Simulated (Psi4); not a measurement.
# SiH4S (sulfanylsilane): OMP2/aug-cc-pVDZ (density fitting for correlation)

What is the energy change on altering one bond length of SiH4S (sulfanylsilane) at OMP2/aug-cc-pVDZ (density fitting for correlation)? 

The calculation is run with Psi4 1.11.

3 further runs of the same task are left out: 3 set aside as unsound or not needed.

### Step 1. The structure to begin with

SiH4S has 6 atoms, charge 0, and is taken as a singlet. SMILES: `[SiH3]S`. The shape is that of a PBE0-D4/def2-TZVP optimisation.

Bond lengths: Si1–S2 2.137 Å, Si1–H3 1.485 Å, Si1–H4 1.482 Å, Si1–H5 1.485 Å, S2–H6 1.344 Å. Angles: Si1–S2–H6 94.7°, S2–Si1–H3 111.6°, S2–Si1–H4 104.8°, S2–Si1–H5 111.6°, H3–Si1–H4 110.0°, H3–Si1–H5 108.8°, H4–Si1–H5 110.0°.

### Step 2. The energy at OMP2/aug-cc-pVDZ (density fitting for correlation)

Input file input.in:

```
memory 1600 mb

molecule {
  0 1
  Si
  S 1 2.137184
  H 1 1.484975 2 111.62558
  H 1 1.482135 3 109.95689 2 115.92603
  H 1 1.484933 4 109.9684 3 -119.76762
  H 2 1.343672 1 94.74753 4 179.90006
  symmetry c1
}

set {
  puream          true
  e_convergence   1e-09
  d_convergence   1e-08
  scf_type        pk
  num_frozen_docc 10
}

e_tot = energy('omp2/aug-cc-pVDZ')
print_variables()
```

The run is started by

```console
$ psi4 -n 1 input.in input.out
```

input.out:

```text
[...]
  Running in c1 symmetry.
[...]
  Nuclear repulsion =   89.238630159350436
[...]
  Multiplicity = 1
[...]
  Nalpha       = 17
  Nbeta        = 17
[...]
    Number of basis functions: 90
[...]
   @RHF iter   1:  -688.77437827670178   -4.05287e-01   2.12473e-03 DIIS/ADIIS
[...]
   @RHF iter  10:  -688.81489716067506   -1.09139e-11   6.09035e-09 DIIS
[...]
    Orbital Energies [Eh]
    ---------------------
    Doubly Occupied:
       1A    -91.957253     2A    -68.815147     3A     -8.961402
       4A     -6.643227     5A     -6.642204     6A     -6.640092
       7A     -6.160641     8A     -4.267324     9A     -4.266505
      10A     -4.266196    11A     -0.977049    12A     -0.719752
      13A     -0.560025    14A     -0.504205    15A     -0.487489
      16A     -0.452518    17A     -0.379020
[...]
  @RHF Final Energy:  -688.81489716067506
   => Energetics <=
    Nuclear Repulsion Energy =             89.2386301593504356
    One-Electron Energy =               -1130.7069564240216550
    Two-Electron Energy =                 352.6534291039962454
    Total Energy =                       -688.8148971606750592
[...]
 Multipole Moments:
 ------------------------------------------------------------------------------------
     Multipole            Electronic (a.u.)      Nuclear  (a.u.)        Total (a.u.)
 ------------------------------------------------------------------------------------
 L = 1.  Multiply by 2.5417464519 to convert [e a0] to [Debye]
 Dipole X            :         -0.6611076            0.9569354            0.2958277
 Dipole Y            :         -0.3647987            0.5281782            0.1633794
 Dipole Z            :          2.9752433           -3.3201100           -0.3448667
 Magnitude           :                                                    0.4828457
[...]
	Warning: cc_lambda option is changed to TRUE
	For this residual convergence, default PCG convergence is:     1.00e-07
[...]
	DF-MP2 Total Energy (a.u.)         :  -689.07084959596875
[...]
	DF-MP2 Total Energy (a.u.)         :  -689.07328759415714
[...]
	DF-OMP2 Total Energy (a.u.)        :  -689.07328759415554
[...]
```

Wall time 25 s (1 thread of Intel Xeon Platinum 8175M at 2.50GHz (Skylake/Cascade Lake), shared host); peak memory 0.4 GiB.

### Step 3. The distorted shape

Input file input.dat:

```
memory 1600 mb

molecule {
  0 1
  Si     0.135157    -1.284111    -0.579599
  S      1.212257    -1.033311     1.249201
  H     -1.324843    -1.095011    -0.385199
  H      0.413557    -2.679011    -0.996099
  H      0.604757    -0.339511    -1.624699
  H      0.526100     1.263300     1.572300
  units angstrom
  symmetry c1
  no_reorient
  no_com
}

set basis aug-cc-pVDZ
set puream true
set e_convergence 1e-09
set d_convergence 1e-08
set scf_type pk
set num_frozen_docc 10

energy_value, wavefunction = energy('omp2', return_wfn=True)
print_variables()
```

The run is started by

```console
$ psi4 -n 1 input.dat output.dat
```

output.dat:

```text
[...]
  Running in c1 symmetry.
[...]
  Nuclear repulsion =   85.743820541060259
[...]
  Multiplicity = 1
[...]
  Nalpha       = 17
  Nbeta        = 17
[...]
    Number of basis functions: 90
[...]
   @RHF iter   1:  -688.54679630415865   -5.47034e-01   2.96259e-03 DIIS/ADIIS
[...]
   @RHF iter  12:  -688.66144977282102   -1.50067e-11   5.93506e-09 DIIS
[...]
    Orbital Energies [Eh]
    ---------------------
    Doubly Occupied:
       1A    -92.000450     2A    -68.818527     3A     -8.996704
       4A     -6.677687     5A     -6.676605     6A     -6.674282
       7A     -6.163838     8A     -4.270586     9A     -4.269688
      10A     -4.269331    11A     -0.939437    12A     -0.709896
      13A     -0.509567    14A     -0.505030    15A     -0.465434
      16A     -0.388116    17A     -0.386376
[...]
  @RHF Final Energy:  -688.66144977282102
   => Energetics <=
    Nuclear Repulsion Energy =             85.7438205410602592
    One-Electron Energy =               -1123.3674351474392097
    Two-Electron Energy =                 348.9621648335578357
    Total Energy =                       -688.6614497728210154
[...]
 Multipole Moments:
 ------------------------------------------------------------------------------------
     Multipole            Electronic (a.u.)      Nuclear  (a.u.)        Total (a.u.)
 ------------------------------------------------------------------------------------
 L = 1.  Multiply by 2.5417464519 to convert [e a0] to [Debye]
 Dipole X            :        -40.9128853           40.6440046           -0.2688806
 Dipole Y            :         70.7173778          -70.6016099            0.1157679
 Dipole Z            :        -20.0757033           19.7271024           -0.3486009
 Magnitude           :                                                    0.4552160
[...]
	Warning: cc_lambda option is changed to TRUE
	For this residual convergence, default PCG convergence is:     1.00e-07
[...]
	DF-MP2 Total Energy (a.u.)         :  -688.93872728426265
[...]
	DF-MP2 Total Energy (a.u.)         :  -688.94517390251826
[...]
	DF-OMP2 Total Energy (a.u.)        :  -688.94517390251303
[...]
```

Run time: 26 s. Hardware: 1 thread of Intel Xeon Platinum 8175M at 2.50GHz (Skylake/Cascade Lake), shared host; peak memory 0.45 GiB.

### Step 4. Summary of results

At OMP2/aug-cc-pVDZ (density fitting for correlation), 10 core orbitals frozen:

| quantity | value |
| --- | --- |
| first shape: total energy | -689.07329 Eh |
| first shape: HOMO energy (Hartree–Fock orbitals) | -10.31 eV |
| first shape: LUMO energy (Hartree–Fock orbitals) | 0.96 eV |
| first shape: HOMO–LUMO gap (Hartree–Fock orbitals) | 11.28 eV |
| first shape: correlation energy (10 core orbitals frozen) | -258.4 mEh |
| distorted shape: total energy | -688.94517 Eh |
| distorted shape: HOMO energy (Hartree–Fock orbitals) | -10.51 eV |
| distorted shape: LUMO energy (Hartree–Fock orbitals) | -1.45 eV |
| distorted shape: HOMO–LUMO gap (Hartree–Fock orbitals) | 9.07 eV |
| distorted shape: correlation energy (10 core orbitals frozen) | -283.7 mEh |
| energy change with the S2–H6 bond stretched from 1.344 to 2.419 Å | 3.486 eV |

**Reading.** One bond (distorted shape) is far stretched, which a spin-restricted single reference describes badly; perturbation theory on it can break down and give far too much correlation. With the S2–H6 bond stretched from 1.344 to 2.419 Å the energy rises by 3.49 eV (336 kJ/mol). The first shape isn't relaxed at this level, so the change isn't measured from a minimum. A restricted reference can't describe the breaking bond well at this length.
